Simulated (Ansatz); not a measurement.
A run of Ansatz (development build ahead of 0.2.0) on singlet CH3O(-) at this shape:

```tsv
atom	x (Å)	y (Å)	z (Å)
C	0.0199	-0.0392	-0.4842
O	-0.0005	0.0436	0.7569
H	-0.0310	-1.0521	-1.1004
H	-0.9238	0.4763	-1.0691
H	0.8577	0.4795	-1.0648
```

Its results:

```json
{
 "Converged": "yes",
 "Reference energy": "-114.41441 hartree",
 "Correlation energy": "-0.37708 hartree",
 "Total energy": "-114.79149 hartree",
 "Spin squared of the determinant": "0.000"
}
```

(1) Which input gives this output? Name the method, the orbitals and the basis set, and write the input.

## Answers

(1) RHF-MP2 in aug-cc-pVDZ. An unrestricted run that stays on the closed shell gives the same numbers.

```yaml
crystal:
  periodic: [false, false, false]
  atoms:
    - { symbol: C, position_ang: [0.01993, -0.03918, -0.48417] }
    - { symbol: O, position_ang: [-0.00052, 0.04358, 0.75688] }
    - { symbol: H, position_ang: [-0.03104, -1.05208, -1.10045] }
    - { symbol: H, position_ang: [-0.92379, 0.47632, -1.06912] }
    - { symbol: H, position_ang: [0.85768, 0.47948, -1.06475] }
basis:
  gaussian: { orbitals: aug-cc-pVDZ }
total_charge: -1
hamiltonian:
  xc: hf
correlation:
  method: mp2
  frozen_orbitals: { C: 1, H: 0, O: 1 }
```
